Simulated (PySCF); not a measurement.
hydrogen fluoride (FH), SMILES F.

Coordinates come from a B3LYP-D3(BJ)/def2-TZVPD optimisation.

Two levels are set side by side: PBE/def2-TZVPD (PySCF) and ωB97X/def2-TZVPD (PySCF). Same geometry, gas phase. Differences are taken from unrounded values.

| quantity | ωB97X | PBE | PBE minus ωB97X |
|---|---|---|---|
| orbital gap (eV) | 16.72 | 9.06 | -7.66 |
| highest occupied level (eV) | -14.42 | -9.63 | 4.80 |
| lowest empty level (eV) | 2.30 | -0.57 | -2.87 |
| dipole moment (D) | 1.82 | 1.75 | -0.07 |
| mean polarisability (bohr³) | 5.8 | 6.1 | 0.3 |

Without exact exchange PBE keeps part of each electron's self-repulsion, which lifts occupied levels and narrows the gap. PBE's more diffuse valence density responds more strongly to a field. Differences between two approximate levels are no errors against the true value.

Rough cost on one machine, each run with all the roots and properties that it gave: ωB97X against PBE within a factor of 2.
